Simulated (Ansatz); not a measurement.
Dimethyl sulfoxide (`CS(C)=O`), relaxed with RKS PBE0-D4/def2-TZVP in Ansatz from a PBE-D4/def2-SVP geometry. The force threshold is 0.005 eV/Å; the program also tests the step.

Charge 0, multiplicity 1.

Start:

```xyz
10

C     1.300    0.116    0.477
S     0.252   -0.021   -1.039
C    -1.311   -0.438   -0.143
O     0.079    1.388   -1.573
H     2.296    0.448    0.128
H     0.856    0.888    1.136
H     1.378   -0.864    0.990
H    -1.532    0.384    0.565
H    -1.218   -1.413    0.376
H    -2.100   -0.489   -0.917
```

```csv
step,energy (eV),largest force (eV/Å),largest move (Å)
1,-15047.1033,1.326,0.000
2,-15047.1830,0.885,0.033
3,-15047.2086,0.073,0.024
4,-15047.2092,0.026,0.008
5,-15047.2093,0.014,0.004
6,-15047.2093,0.003,0.001
```

End:

```xyz
10

C     1.272    0.120    0.462
S     0.243   -0.018   -1.007
C    -1.283   -0.423   -0.145
O     0.079    1.353   -1.543
H     2.260    0.431    0.125
H     0.850    0.878    1.124
H     1.339   -0.848    0.962
H    -1.517    0.376    0.561
H    -1.180   -1.383    0.364
H    -2.063   -0.488   -0.903
```

Run time 13 s (4 threads of an Arm Neoverse V1 on a shared host); peak host memory 0.36 GiB.
